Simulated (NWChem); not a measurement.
The numbers come from NWChem runs, not from measurements. System: ozone (O3), charge 0, spin multiplicity 1, at a geometry optimised with PBE/def2-SVP. Level: G0W0@PBE/def2-TZVPD, RI basis def2-tzvpd-rifit.

Input file:

```
start mol
memory heap 200 mb stack 700 mb global 1700 mb
geometry units angstroms nocenter noautoz
  O     -1.088940     0.000000    -0.216755
  O      0.000000     0.000000     0.433510
  O      1.088940     0.000000    -0.216755
  symmetry group C2v
end
basis spherical
  * library def2-tzvpd
end
basis "ri basis" bse spherical
  * library def2-tzvpd-rifit
end
dft
  xc xpbe96 cpbe96
  iterations 100
  direct
  tolerances tight
end
task dft energy
gw
  states alpha occ 4 vir 2
end
task dft gw
```

Output (cleaned and shortened):

```
             Northwest Computational Chemistry Package (NWChem) 7.3.0
             --------------------------------------------------------

                                NWChem Input Module
                                -------------------

 Scaling coordinates for geometry "geometry" by  1.889725989
 (inverse scale =  0.529177249)

 Turning off AUTOSYM since
 SYMMETRY directive was detected!

                             Geometry "geometry" -> ""
                             -------------------------

 Output coordinates in angstroms (scale by  1.889725989 to convert to a.u.)

  No.       Tag          Charge          X              Y              Z
 ---- ---------------- ---------- -------------- -------------- --------------
    1 O                    8.0000    -1.08894000     0.00000000    -0.21675500
    2 O                    8.0000     0.00000000     0.00000000     0.43351000
    3 O                    8.0000     1.08894000     0.00000000    -0.21675500

 Effective nuclear repulsion energy (a.u.)      68.9556595112

            Nuclear Dipole moment (a.u.)
            ----------------------------
        X                 Y               Z
 ---------------- ---------------- ----------------
     0.0000000000     0.0000000000     0.0000000000

      Symmetry information
      --------------------

 Group name             C2v
 Group number             16
 Group order               4
 No. of unique centers     2

      Symmetry unique atoms

     1    2


 Summary of "ao basis" -> "" (spherical)
 ------------------------------------------------------------------------------
       Tag                 Description            Shells   Functions and Types
 ---------------- ------------------------------  ------  ---------------------
 *                         def2-tzvpd                 on all atoms

 new library libraries.bse/

 Summary of "ri basis" -> "" (spherical)
 ------------------------------------------------------------------------------
       Tag                 Description            Shells   Functions and Types
 ---------------- ------------------------------  ------  ---------------------
[...]
          16.101597694162           0.000000000000           0.000000000000
           0.000000000000         151.563562335765           0.000000000000
           0.000000000000           0.000000000000         135.461964641603

     Multipole analysis of the density
     ---------------------------------

     L   x y z        total         alpha         beta         nuclear
     -   - - -        -----         -----         ----         -------
     0   0 0 0     -0.000000    -12.000000    -12.000000     24.000000

     1   1 0 0     -0.000000     -0.000000     -0.000000      0.000000
     1   0 1 0     -0.000000     -0.000000     -0.000000      0.000000
     1   0 0 1      0.244086      0.122043      0.122043      0.000000

     2   2 0 0    -12.870281    -40.311409    -40.311409     67.752536
     2   1 1 0     -0.000000     -0.000000     -0.000000      0.000000
     2   1 0 1     -0.000000     -0.000000     -0.000000      0.000000
     2   0 2 0    -10.968336     -5.484168     -5.484168      0.000000
     2   0 1 1     -0.000000     -0.000000     -0.000000      0.000000
     2   0 0 2    -12.042027    -10.047694    -10.047694      8.053361

 Task  times  cpu:       16.7s     wall:       16.7s

                                NWChem Input Module
                                -------------------

                                 NWChem GW Module
                                 ----------------

                             ***********************
                             ***        GW       ***
                             ***********************

 Summary of "ri basis" -> "ri basis" (spherical)
 ------------------------------------------------------------------------------
       Tag                 Description            Shells   Functions and Types
 ---------------- ------------------------------  ------  ---------------------
 O                      def2-tzvpd-rifit            26       92   9s7p5d4f1g

                 Memory Information
                 ------------------
          Available GA per process is          1699.9 MBs
          Available stack per process is        700.0 MBs
          Available heap per process is           0.0 MBs

          Peak memory in Initialization
              Peak GA per process is                  4.3 MBs
              Peak stack per process is               0.2 MBs
              Peak heap per process is                4.5 MBs
              Memory not in MA per process            0.0 MBs

          Peak memory in AFF Calculation
              Peak GA per process is                 19.0 MBs
              Peak stack per process is              12.8 MBs
              Peak heap per process is                0.0 MBs
              Memory not in MA per process           12.8 MBs

          Computing 2-center integrals
          Computing Inverse Cholesky factor
          Computing 3-center integrals
          Computing V_xc ...

          Computing Sigma_x
          Computing RPA polarizability
          Solving quasiparticle equations

                  Alpha Orbitals
          State     Energy (eV)     Error (eV)
          -----------------------------------
@GW         9        -18.389           0.005
@GW        10        -12.829           0.002
@GW        11        -11.801           0.003
@GW        12        -11.406           0.002
@GW        13         -2.185           0.003
@GW        14          3.696           0.002

   Applying  -3.4987 eV scissor-shift to rest of particle states

   Applying   3.9415 eV scissor-shift to rest of hole states

     GW Timing Statistics
   ------------------------
   Init.   :          0.1s
     ERIs  :          1.3s
     Distr.:          0.0s
     Vxc   :          0.1s
   Sigma_x :          0.0s
   RPA     :          0.8s
   Wmn     :          0.0s
   Sigma_c :          0.0s
   GW total:          2.3s

 Task  times  cpu:        2.3s     wall:        2.3s

 Total times  cpu:       19.1s     wall:       19.1s
```
